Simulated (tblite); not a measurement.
# C2H2BCl3: the cost of one run

Programs: tblite 0.8.0 and PySCF 2.14.0. All values are calculated, for the isolated system unless a continuum is named. Atoms count from 0, parts from 1.

## (1) Starting point

8 atoms, charge 0, multiplicity 1; geometry: rigid parts in contact. Parts: 1 = atoms 0–3, `ClB(Cl)Cl`, charge 0; 2 = atoms 4–7, `C#C`, charge 0.

## (2) Docking the parts with GFN2-xTB

The job: settings as JSON, then the geometry in Å.

```
{"job": {"kind": "dock", "xc": "GFN2-xTB", "basis": "xTB"}, "charge": 0, "multiplicity": 1, "parts": [{"atoms": "0-3", "charge": 0, "multiplicity": 1}, {"atoms": "4-7", "charge": 0, "multiplicity": 1}]}
Cl    -1.644518    -0.431995    -0.282066
B     -0.000149    -0.000148     0.000114
Cl     0.668632    -0.138258     1.582404
Cl     0.976035     0.570401    -1.300451
C     -1.659021     2.653489     2.106392
C     -0.918099     2.728206     1.173376
H     -2.310539     2.587027     2.926637
H     -0.266478     2.794395     0.353246
```

Level: GFN2-xTB search for minima from random contacts, gas phase.

Launch:

```console
OMP_NUM_THREADS=1 python cluster_run.py task.json out
```

This one command runs all jobs of the session in turn.

**Question.** How long does this first job take on 1 thread of Arm Neoverse V1, shared host?

About 7.7 s.
